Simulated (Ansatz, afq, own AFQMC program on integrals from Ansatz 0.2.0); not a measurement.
AFQMC on a folder of integrals that Ansatz 0.2.0 wrote.

```yaml
crystal:
  periodic: [false, false, false]
  atoms:
    - {symbol: B, position_ang: [-0.527514, 0.000000, 0.447880]}
    - {symbol: O, position_ang: [0.336403, 0.000000, -0.382035]}
    - {symbol: H, position_ang: [0.318190, 0.000000, 1.260299]}
basis:
  gaussian: {orbitals: cc-pVDZ}
magnetization: {spin_polarized: false}
correlation: {method: ccsd_t, electrons: outside_noble_gas, hamiltonian_folder: ham}
```

```sh
$ ansatz run in.yaml --threads 1 --pin off --events-out ev --progress --plain --max-ram 1382MiB
```

Options of the walk:

```
--method free --trial cid --walkers 100 --time-step 0.02 --max-blocks 30 --target-error 0.00076 --factor-cut 0.03 --seed 6358 --times 0.0,0.5,1.0,2.0,3.0,4.0 --taylor-order 8
```

Times are imaginary, in 1/Eh. The walk had a cap of 90 s.

```
orbitals 31  electrons 5 5  factors 81 of 302
reference energy -100.05204343 Eh
CCSD correlation -0.29497088 Eh in 12 cycles, weight of the determinant in the CISD state 0.8768
repeat  energy at the last time / Eh  error
    10  -100.356061  0.002098
    20  -100.359125  0.001963
    30  -100.358976  0.001724
time / (1/Eh)  energy / Eh  error  mean overlap
  0.00  -100.346222  0.000546  1.1201
  0.50  -100.356559  0.000470  1.1168
  1.00  -100.358057  0.000839  1.1225
  2.00  -100.360281  0.001110  1.1386
  3.00  -100.359352  0.001302  1.1936
  4.00  -100.358976  0.001724  1.1949
energy -100.358976 +/- 0.001724 Eh
```

The run passed its tests (error under three times the target), which doesn't prove that it has relaxed.

Against this walk (error 46.9 meV) on the same determinant: CCSD(T) 18.1 meV lower (within the noise), CCSDT(Q) 78.3 meV lower (within the noise). The error is statistical, and a free projection of finite length keeps a remainder of its start. None of these is a sure reference here.

A setting was made bad on purpose (factor cut too coarse), so the walk's energy isn't to be trusted.

Cautions: remainder of the start not in the error; error above the target (46.9 against 20.7 meV); higher spins were not checked; restricted determinant unstable towards unrestricted (UHF 338 meV lower, ⟨S²⟩ 0.55); strong correlation (T1 0.023, weight of the determinant 0.88, largest double 0.15); the coarse factor cut changes the integrals a little.

CCSDT and higher add their correlation energy to the determinant of the CCSD(T) run, since their own runs factorise the integrals more tightly (a shift of under 2 meV). A walk keeps the symmetry of its determinant, which the program's search chose and which needn't be the lowest solution, so a lower state of the same spin and another symmetry isn't excluded.
